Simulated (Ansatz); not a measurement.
System: PH2, net charge -1, singlet state. Whether it binds its extra electron was not tested at this geometry. 
Structure (B3LYP-D3(BJ)/def2-TZVP (Ansatz, a quantum-chemistry and plane-wave program) minimum search):
```
P
H 1 1.4362
H 1 1.4362 2 91.78
```
Charge -1, spin multiplicity 1.

Basis-set convergence of Hartree-Fock and MP2 correlation energies (hartree) with Ansatz. Valence correlation only, unless marked. No spin-orbit coupling. Non-relativistic.

```csv
basis,functions,E(HF),"E(corr, MP2)"
aug-cc-pV(D+d)Z,50,-341.88010,-0.15004
aug-cc-pV(T+d)Z,101,-341.89089,-0.18188
aug-cc-pV(Q+d)Z,181,-341.89388,-0.19275
```

Extrapolating the two largest sets (X = 3 and 4) as X^-3: E(corr) = (64·(-0.19275) - 27·(-0.18188))/37 = -0.2007 Eh, an estimate of the basis-set limit. The largest set recovers 96.0 % of it, the smallest 74.8 %.
